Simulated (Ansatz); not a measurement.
Potential energy curve for BeH, doublet.

Levels of theory: ROHF/cc-pVDZ (Ansatz, a first-principles code); ROMP2 = MP2 on ROHF/cc-pVDZ, frozen core in Ansatz; ROCCSD = CCSD on ROHF/cc-pVDZ, frozen core run with Ansatz; ROCCSD(T) = CCSD(T) on ROHF/cc-pVDZ, frozen core in Ansatz; UHF/cc-pVDZ (Ansatz); UMP2 = MP2 on UHF/cc-pVDZ, frozen core in Ansatz; UCCSD = CCSD on UHF/cc-pVDZ, frozen core run with Ansatz; UCCSD(T) = CCSD(T) on UHF/cc-pVDZ, frozen core run with Ansatz; UKS-B3LYP = Ansatz with unrestricted B3LYP/cc-pVDZ; UKS-CAM-B3LYP = unrestricted CAM-B3LYP/cc-pVDZ (Ansatz); UKS-PBE = Ansatz with unrestricted PBE/cc-pVDZ; FCI = full CI/cc-pVDZ, frozen core run with Ansatz.

All curves are set to zero at 1.36 Å and compared with full CI in the same basis at 1.36, 1.39, 1.43, 1.51, 1.57, 1.66, 1.83, 2.07, 2.22, 2.47, 2.73, 2.96, 3.26, 3.71, 4.08, 4.73, 5.37 Å.

Question: Order the methods by the spread of their error (largest minus smallest) over these points.

Answer: UCCSD(T) has the smallest spread and ROHF the largest. In order (kJ/mol): UCCSD(T) 1.03, ROCCSD(T) 1.96, UCCSD 2.66, ROCCSD 5.77, UHF 14.46, UMP2 30.69, UKS-PBE 41.41, UKS-B3LYP 44.34, UKS-CAM-B3LYP 44.41, ROMP2 44.78, ROHF 60.05.

Errors against full CI at some of the points (kJ/mol):

```
method         1.66 Å  2.07 Å  2.73 Å  3.26 Å  5.37 Å
-------------  ------  ------  ------  ------  ------
UCCSD(T)          0.3     0.5    -0.3    -0.5    -0.5
ROCCSD(T)         0.4     1.4    -0.3    -0.5    -0.6
UCCSD             0.7     0.8    -1.1    -1.5    -1.6
ROCCSD            1.0     4.1    -1.0    -1.6    -1.7
UHF               5.6    13.2     8.6    12.5    14.5
UMP2              5.1    24.2    30.5    30.3    28.1
UKS-PBE          -4.3    -4.9    20.5    31.9    35.5
UKS-B3LYP         1.1     5.0    27.6    39.9    44.3
UKS-CAM-B3LYP     2.1     9.0    30.0    40.2    44.4
ROMP2             5.8    27.2    23.8    20.1    19.6
ROHF              7.7    35.8    22.4    15.7    14.2
```

The T1 diagnostic of CCSD on the restricted reference of ROMP2, ROCCSD, ROCCSD(T) exceeds 0.045 at 1.83 to 2.73 Å. The unrestricted determinant behind UHF, UMP2, UCCSD, UCCSD(T) is spin-contaminated at 2.07 to 5.37 Å (<S²> up to 1.0, against 0.75 for a pure doublet).
